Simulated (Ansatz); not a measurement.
Input for Ansatz (development build ahead of 0.2.0):

```yaml
crystal:
  periodic: [false, false, false]
  atoms:
    - { symbol: C, position_ang: [1.39969, -0.003, -0.00875] }
    - { symbol: C, position_ang: [0.70244, 1.21148, -0.00474] }
    - { symbol: C, position_ang: [-0.69936, 1.21761, 0.0007] }
    - { symbol: C, position_ang: [-1.39879, 0.00202, 0.00906] }
    - { symbol: C, position_ang: [-0.70026, -1.20282, -0.00348] }
    - { symbol: C, position_ang: [0.69965, -1.20822, 0.00505] }
    - { symbol: H, position_ang: [2.47487, 0.00868, 0.00812] }
    - { symbol: H, position_ang: [1.23647, 2.14937, -0.00107] }
    - { symbol: H, position_ang: [-1.2313, 2.14424, -0.00856] }
    - { symbol: H, position_ang: [-2.488, -0.00231, 0.00447] }
    - { symbol: H, position_ang: [-1.24798, -2.14568, 0.00894] }
    - { symbol: H, position_ang: [1.25113, -2.1589, 0.00033] }
basis:
  gaussian: { orbitals: cc-pVDZ }
hamiltonian:
  xc: hf
```

The input is written out in the form of the current development build from the run's settings.

Results

```yaml
Converged: yes
Total_energy: -230.72109 hartree
Spin_squared_of_the_determinant: 0.000
```
